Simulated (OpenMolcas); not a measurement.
# CH7AlSi (SMILES [CH3][AlH][SiH3]): the vertical energy of the triplet above the singlet from total energies

CH7AlSi has 10 atoms, charge 0, and is taken as a singlet. As SMILES, `[CH3][AlH][SiH3]`. The coordinates come from a PBE0-D4/def2-TZVP relaxation.

Both states at this one shape; open shells run unrestricted unless said. 1 Eh = 27.2114 eV.

```
        level     program  singlet CH7AlSi (Eh)  triplet CH7AlSi (Eh)
B3LYP/cc-pVDZ  OpenMolcas           -574.261147           -574.122903
 PBE0/cc-pVDZ  OpenMolcas           -573.922523           -573.788107
```

Question: Work out the vertical gap, second state less first, at each level.

Answer: 
1. B3LYP/cc-pVDZ: -574.122903 − (-574.261147) = 0.138244 Eh = 3.76 eV.
2. PBE0/cc-pVDZ: -573.788107 − (-573.922523) = 0.134416 Eh = 3.66 eV.

No measured value is set beside it here; the levels span 3.66 to 3.76 eV.
